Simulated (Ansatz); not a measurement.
# C₃H₃ClF₂: up Jacob's ladder to CCSD(T)

How much do the methods differ for C₃H₃ClF₂? The plan is to run it at one geometry with functionals of several rungs and with coupled cluster, and see how far each lands from CCSD(T) at the basis-set limit for the atomisation energy.

The runs use Ansatz 0.2.0, Gaussian basis; functionals in def2-TZVPP, the program's frozen cores in correlated methods.

Levels to be run: LDA (SPW92), PBE-D4, revPBE-D4, BLYP-D4, r2SCAN-D4, B97M-V, PBE0-D4, B3LYP-D4, r2SCANh-D4, r2SCAN0-D4, HSE06-D4, BHLYP-D4, CAM-B3LYP-D4, LC-ωPBE, ωB97X-V, ωB97M-V, B2PLYP, PBE-QIDH; CCSD(T)/def2-SVP; CCSD(T)/def2-TZVPP; MP2/def2-QZVPP; extrapolation to the limit; RPA on PBE.

## (1) The geometry

The geometry comes from an earlier relaxation with PBE0-D4 in a triple-zeta def2 set; it is a stationary point, not always the lowest conformer.

SMILES `C=CC(F)(F)Cl`, 9 atoms, charge 0, spin multiplicity 1.

Atoms are counted from 1 here; the program's logs count them from 0.

Bond lengths: C1–C2 1.321 Å, C1–H7 1.083 Å, C1–H8 1.083 Å, C2–C3 1.489 Å, C2–H9 1.084 Å, C3–F4 1.337 Å, C3–F5 1.344 Å, C3–Cl6 1.785 Å. Angles: C2–C1–H7 120.7°, C2–C1–H8 121.6°, H7–C1–H8 117.7°, C1–C2–C3 123.1°, C1–C2–H9 122.7°, C3–C2–H9 114.1°, C2–C3–F4 112.7°, C2–C3–F5 110.7°, C2–C3–Cl6 110.4°, F4–C3–F5 107.2°, F4–C3–Cl6 108.1°, F5–C3–Cl6 107.5°.

## (2) LDA

This LDA is Slater exchange with PW92 correlation.

The input, in.yaml:

```yaml
crystal:
  periodic: [false, false, false]
  atoms:
    - {symbol: C, position_ang: [-0.292631, -1.367983, -0.310060]}
    - {symbol: C, position_ang: [-0.020150, -0.104355, -0.582965]}
    - {symbol: C, position_ang: [0.303745, 0.902783, 0.465260]}
    - {symbol: F, position_ang: [0.388172, 0.366423, 1.687150]}
    - {symbol: F, position_ang: [1.483213, 1.493399, 0.207223]}
    - {symbol: Cl, position_ang: [-0.939643, 2.182313, 0.505899]}
    - {symbol: H, position_ang: [-0.518997, -2.068649, -1.103928]}
    - {symbol: H, position_ang: [-0.300582, -1.739536, 0.707248]}
    - {symbol: H, position_ang: [-0.014626, 0.289305, -1.592829]}
basis:
  gaussian: {orbitals: def2-TZVPP}
hamiltonian: {xc: lda}
output: {orbitals: {seedname: orbitals}}
```

After this run come: PBE-D4 (GGA); revPBE-D4 (GGA); BLYP-D4 (GGA); r2SCAN-D4 (meta-GGA); B97M-V (meta-GGA); PBE0-D4 (hybrid); B3LYP-D4 (hybrid); r2SCANh-D4 (hybrid); r2SCAN0-D4 (hybrid); HSE06-D4 (hybrid); BHLYP-D4 (hybrid); CAM-B3LYP-D4 (range-separated); LC-ωPBE (range-separated); ωB97X-V (range-separated); ωB97M-V (range-separated); B2PLYP (double hybrid); PBE-QIDH (double hybrid); CCSD(T) in def2-SVP; CCSD(T) in def2-TZVPP; MP2 in def2-QZVPP; RPA on PBE orbitals.

**Question.** What will the summary of the whole plan be? Wanted: atomisation energy, CCSD(T)/CBS; farthest beyond LDA; mean size of error, GGA; mean size of error, meta-GGA; mean size of error, hybrid; mean size of error, range-separated; mean size of error, double hybrid; gap, smallest and largest; T1 diagnostic.

The runs gave:

| quantity | value |
| --- | --- |
| atomisation energy, CCSD(T)/CBS | 861.3 kcal/mol |
| functionals within 4.3 kcal/mol (0.5 %) | BLYP-D4, B3LYP-D4, r2SCANh-D4, CAM-B3LYP-D4, LC-ωPBE, ωB97X-V, PBE-QIDH |
| farthest beyond LDA | BHLYP-D4 (-39.1 kcal/mol) |
| mean size of error, GGA | 16.8 kcal/mol |
| mean size of error, meta-GGA | 6.4 kcal/mol |
| mean size of error, hybrid | 12.9 kcal/mol |
| mean size of error, range-separated | 4.1 kcal/mol |
| mean size of error, double hybrid | 4.6 kcal/mol |
| gap, smallest and largest | 5.23 eV (LDA (SPW92)), 12.72 eV (LC-ωPBE) |
| T1 diagnostic | 0.0116 |
| triples share of the correlation energy | 3.8 % |

What this shows: LDA overbinds by 163.2 kcal/mol (19 %). PBE-D4 misses by +37.8 kcal/mol. Double hybrids carry the basis error of their MP2 part in triple zeta, and no dispersion term here, so their miss is partly the set-up's. Taken by rung, range-separated functionals do best (4.1 kcal/mol on average) and GGA ones worst beyond LDA (16.8 kcal/mol). The gap between the best rungs is small, so their order is not settled. The reference freezes the cores and leaves out relativity and excitations past (T), so misses under about 4.3 kcal/mol can't be ranked. Hartree-Fock recovers 71 % of the binding; the rest is correlation. CCSD(T) in def2-SVP is off by -39.3 kcal/mol, which most functionals beat. The gap grows from 5.2 to 12.7 eV across the functionals, mostly with the share of exact exchange.
